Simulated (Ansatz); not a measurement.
# SF+ (triplet): from Hartree-Fock to the top rungs, cc-pVDZ

The task here is to estimate one member of a computed series from the others.

Method: cc-pVDZ, core rule «outside noble gas», up to 6 orbitals frozen; program: Ansatz 0.2.0, Gaussian basis.

To be run: UHF; CCSD(T) on ROHF; CCSD(T) on UHF; BCCD(T) on ROHF; CISD; CCSDT(Q) on ROHF; CCSDT(Q) on UHF; CASSCF and MRCISD+Q, 12 electrons in 8 orbitals; CASSCF and NEVPT2, 12 electrons in 8 orbitals.

14 further runs of the same task are left out: 5 that didn't finish, 9 set aside as unsound or not needed.

### What is computed

The geometry is a PBE0/def2-TZVP stationary point (not a proven minimum).

2 atoms, charge 1, spin multiplicity 3.

Atoms are counted from 1 here; the program's logs count them from 0.

Bond lengths: F1–S2 1.504 Å.

Geometry (Å):

```
atom    x (Å)    y (Å)    z (Å)
  F1  0.00000  0.00000  0.00000
  S2  0.00000  0.00000  1.50400
```

The first run:

File in.yaml:

```yaml
crystal:
  periodic: [false, false, false]
  atoms:
    - {symbol: F, position_ang: [0.000000, 0.000000, 0.000000]}
    - {symbol: S, position_ang: [0.000000, 0.000000, 1.504000]}
basis:
  gaussian: {orbitals: cc-pVDZ}
total_charge: 1
magnetization: {spin_polarized: true, initial_magnetization: 2}
hamiltonian: {xc: hf}
output: {orbitals: {seedname: orbitals}}
```

On the command line:

```
$ ansatz run in.yaml --threads 1 --pin off --events-out ev --progress --plain --max-ram 2393MiB
```

Among the steps run: UHF; CCSD(T) on ROHF; CCSD(T) on UHF; BCCD(T) on ROHF; CISD; CCSDT(Q) on ROHF; CCSDT(Q) on UHF; CASSCF and MRCISD+Q, 12 electrons in 8 orbitals; CASSCF and NEVPT2, 12 electrons in 8 orbitals.

One table of the session follows, with a row left open; its other results are not shown here.

It belongs to the step «Misses and costs». 

| method | from UCCSDT(Q) (kJ/mol) |
| --- | --- |
| ROHF | +816.9 |
| UHF | +798.0 |
| RMP2 | +64.5 |
| UMP2 | +67.9 |
| CISD | +72.1 |
| RCCSD | +23.0 |
| UCCSD | ? |
| RCCSD(T) | +3.9 |
| UCCSD(T) | +4.0 |
| BCCD(T) | +3.5 |
| RCCSDT | +2.0 |
| UCCSDT | +2.0 |
| RCCSDT(Q) | +0.6 |
| UCCSDT(Q) | 0 |
| CASSCF valence | +700.8 |
| NEVPT2 valence | +109.5 |
| MRCISD valence | +51.3 |
| MRCISD+Q valence | +6.2 |

Q: Estimate the row for UCCSD from the others.

**Answer.** from UCCSDT(Q) (kJ/mol): +22.8. In the column «from UCCSDT(Q) (kJ/mol)» it lies between MRCISD+Q valence (+6.2) and RCCSD (+23.0).

Limits of these values: Restricted and unrestricted rows rest on different reference determinants; where their highest levels disagree by more than a few hundredths of an eV, they describe different states and don't form one ladder.
